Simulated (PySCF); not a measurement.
**Quadrupole coupling of protonated cyanoacetylene cation: levels of theory against gas-phase measurements**

Values to reproduce (atoms as numbered below): 14N at N4: χzz = 0.167 MHz [1].
[1] measured, gas; W. C. Bailey, Calculation of NQCC in Gaseous State Molecules (compilation of microwave values)

Species: protonated cyanoacetylene cation, C3H2N (charge +1).
Structure used (GFN2-xTB), in Å, numbered top down from 1:
```
atom  x, y, z in Å
C1     1.3511    0.8560   -0.8080
C2     0.4666    0.2948   -0.1972
C3    -0.5102   -0.3230    0.4764
N4    -1.3489   -0.8547    1.0579
H5     2.1254    1.3476   -1.3414
H6    -2.0809   -1.3188    1.5638
```

How do the computed couplings compare?

PySCF, non-relativistic, all at one geometry, with Q(14N) = 0.02044 b:

```json
{"level": "B3LYP/pcJ-1", "functions": "128", "14N N4 (MHz)": "0.606", "computed/reference − 1 (%)": "+262.8"}
{"level": "PBE0/pcSseg-1", "functions": "78", "14N N4 (MHz)": "0.463", "computed/reference − 1 (%)": "+177.1"}
```

Closest here is PBE0/pcSseg-1 (177.1 % unsigned error), furthest B3LYP/pcJ-1 (262.8 %); one molecule doesn't rank methods. The miss is large at every level shown, and its cause wasn't examined. Computed values are for fixed nuclei, while measured ones can include vibrational averaging. GFN2-xTB bond lengths can be off by several hundredths of an ångström, more for odd bonds, and the gradients follow them.
